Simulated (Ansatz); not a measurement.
HMg (`[MgH]`) radical, relaxed with UKS PBE-D4/def2-SVP in Ansatz from a rough embedded geometry. The force threshold is 0.03 eV/Å; the program also tests the step.

The species carries charge 0 and has multiplicity 2.

Start:

```xyz
2

Mg   -0.351   -0.437    0.647
H     0.351    0.437   -0.647
```

Problem. By how much does the energy fall, and how many steps does the optimiser take? (Estimate.)

Solution. The calculation gave: 0.76 kJ/mol, in 2 steps.

Problem. Which bonds change most? (An estimate is asked.)

Solution. Computed: Mg1–H2 from 1.712 to 1.758 Å.

Problem. Give the relaxed structure. (Best estimate.)

Solution. The calculation gave: 
```xyz
2

Mg   -0.360   -0.449    0.664
H     0.360    0.449   -0.664
```
